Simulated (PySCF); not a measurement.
Here is a job for PySCF.
```python
from pyscf import gto, scf, dft

mol = gto.Mole()
mol.atom = '''
    Si    0.01894810   -0.00753804    1.34261774
    Si   -0.01894810    0.00753804   -1.34261774
    H     0.04238232    1.42341562    1.61366679
    H    -1.22761254   -0.70825227    1.61962187
    H     1.25322158   -0.74221207    1.58441968
    H    -0.01132274   -1.42350399   -1.61410563
    H    -1.26883003    0.71535561   -1.58435019
    H     1.21216140    0.73519710   -1.61925253
'''
mol.basis = 'sto-3g'
mol.charge = 3
mol.spin = 1
mol.verbose = 3
mol.build()

mf = dft.UKS(mol)
mf.xc = 'camb3lyp'
mf.kernel()
mf.analyze()
```

Problem. What is the computed number of basis functions (CAMB3LYP/STO-3G (PySCF))?

Solution. 24

Problem. Predict the total energy from CAMB3LYP/STO-3G.

Solution. -574.0728 Eh

Problem. Predict the nuclear repulsion energy from CAMB3LYP/STO-3G.

Solution. 85.2480 Eh

Problem. Give the HOMO energy at the level CAMB3LYP/STO-3G.

Solution. -29.21 eV

Problem. Give the <S^2> at the level CAMB3LYP/STO-3G.

Solution. 0.758

These values belong to the state on which the SCF converged, which isn't shown to be the lowest.
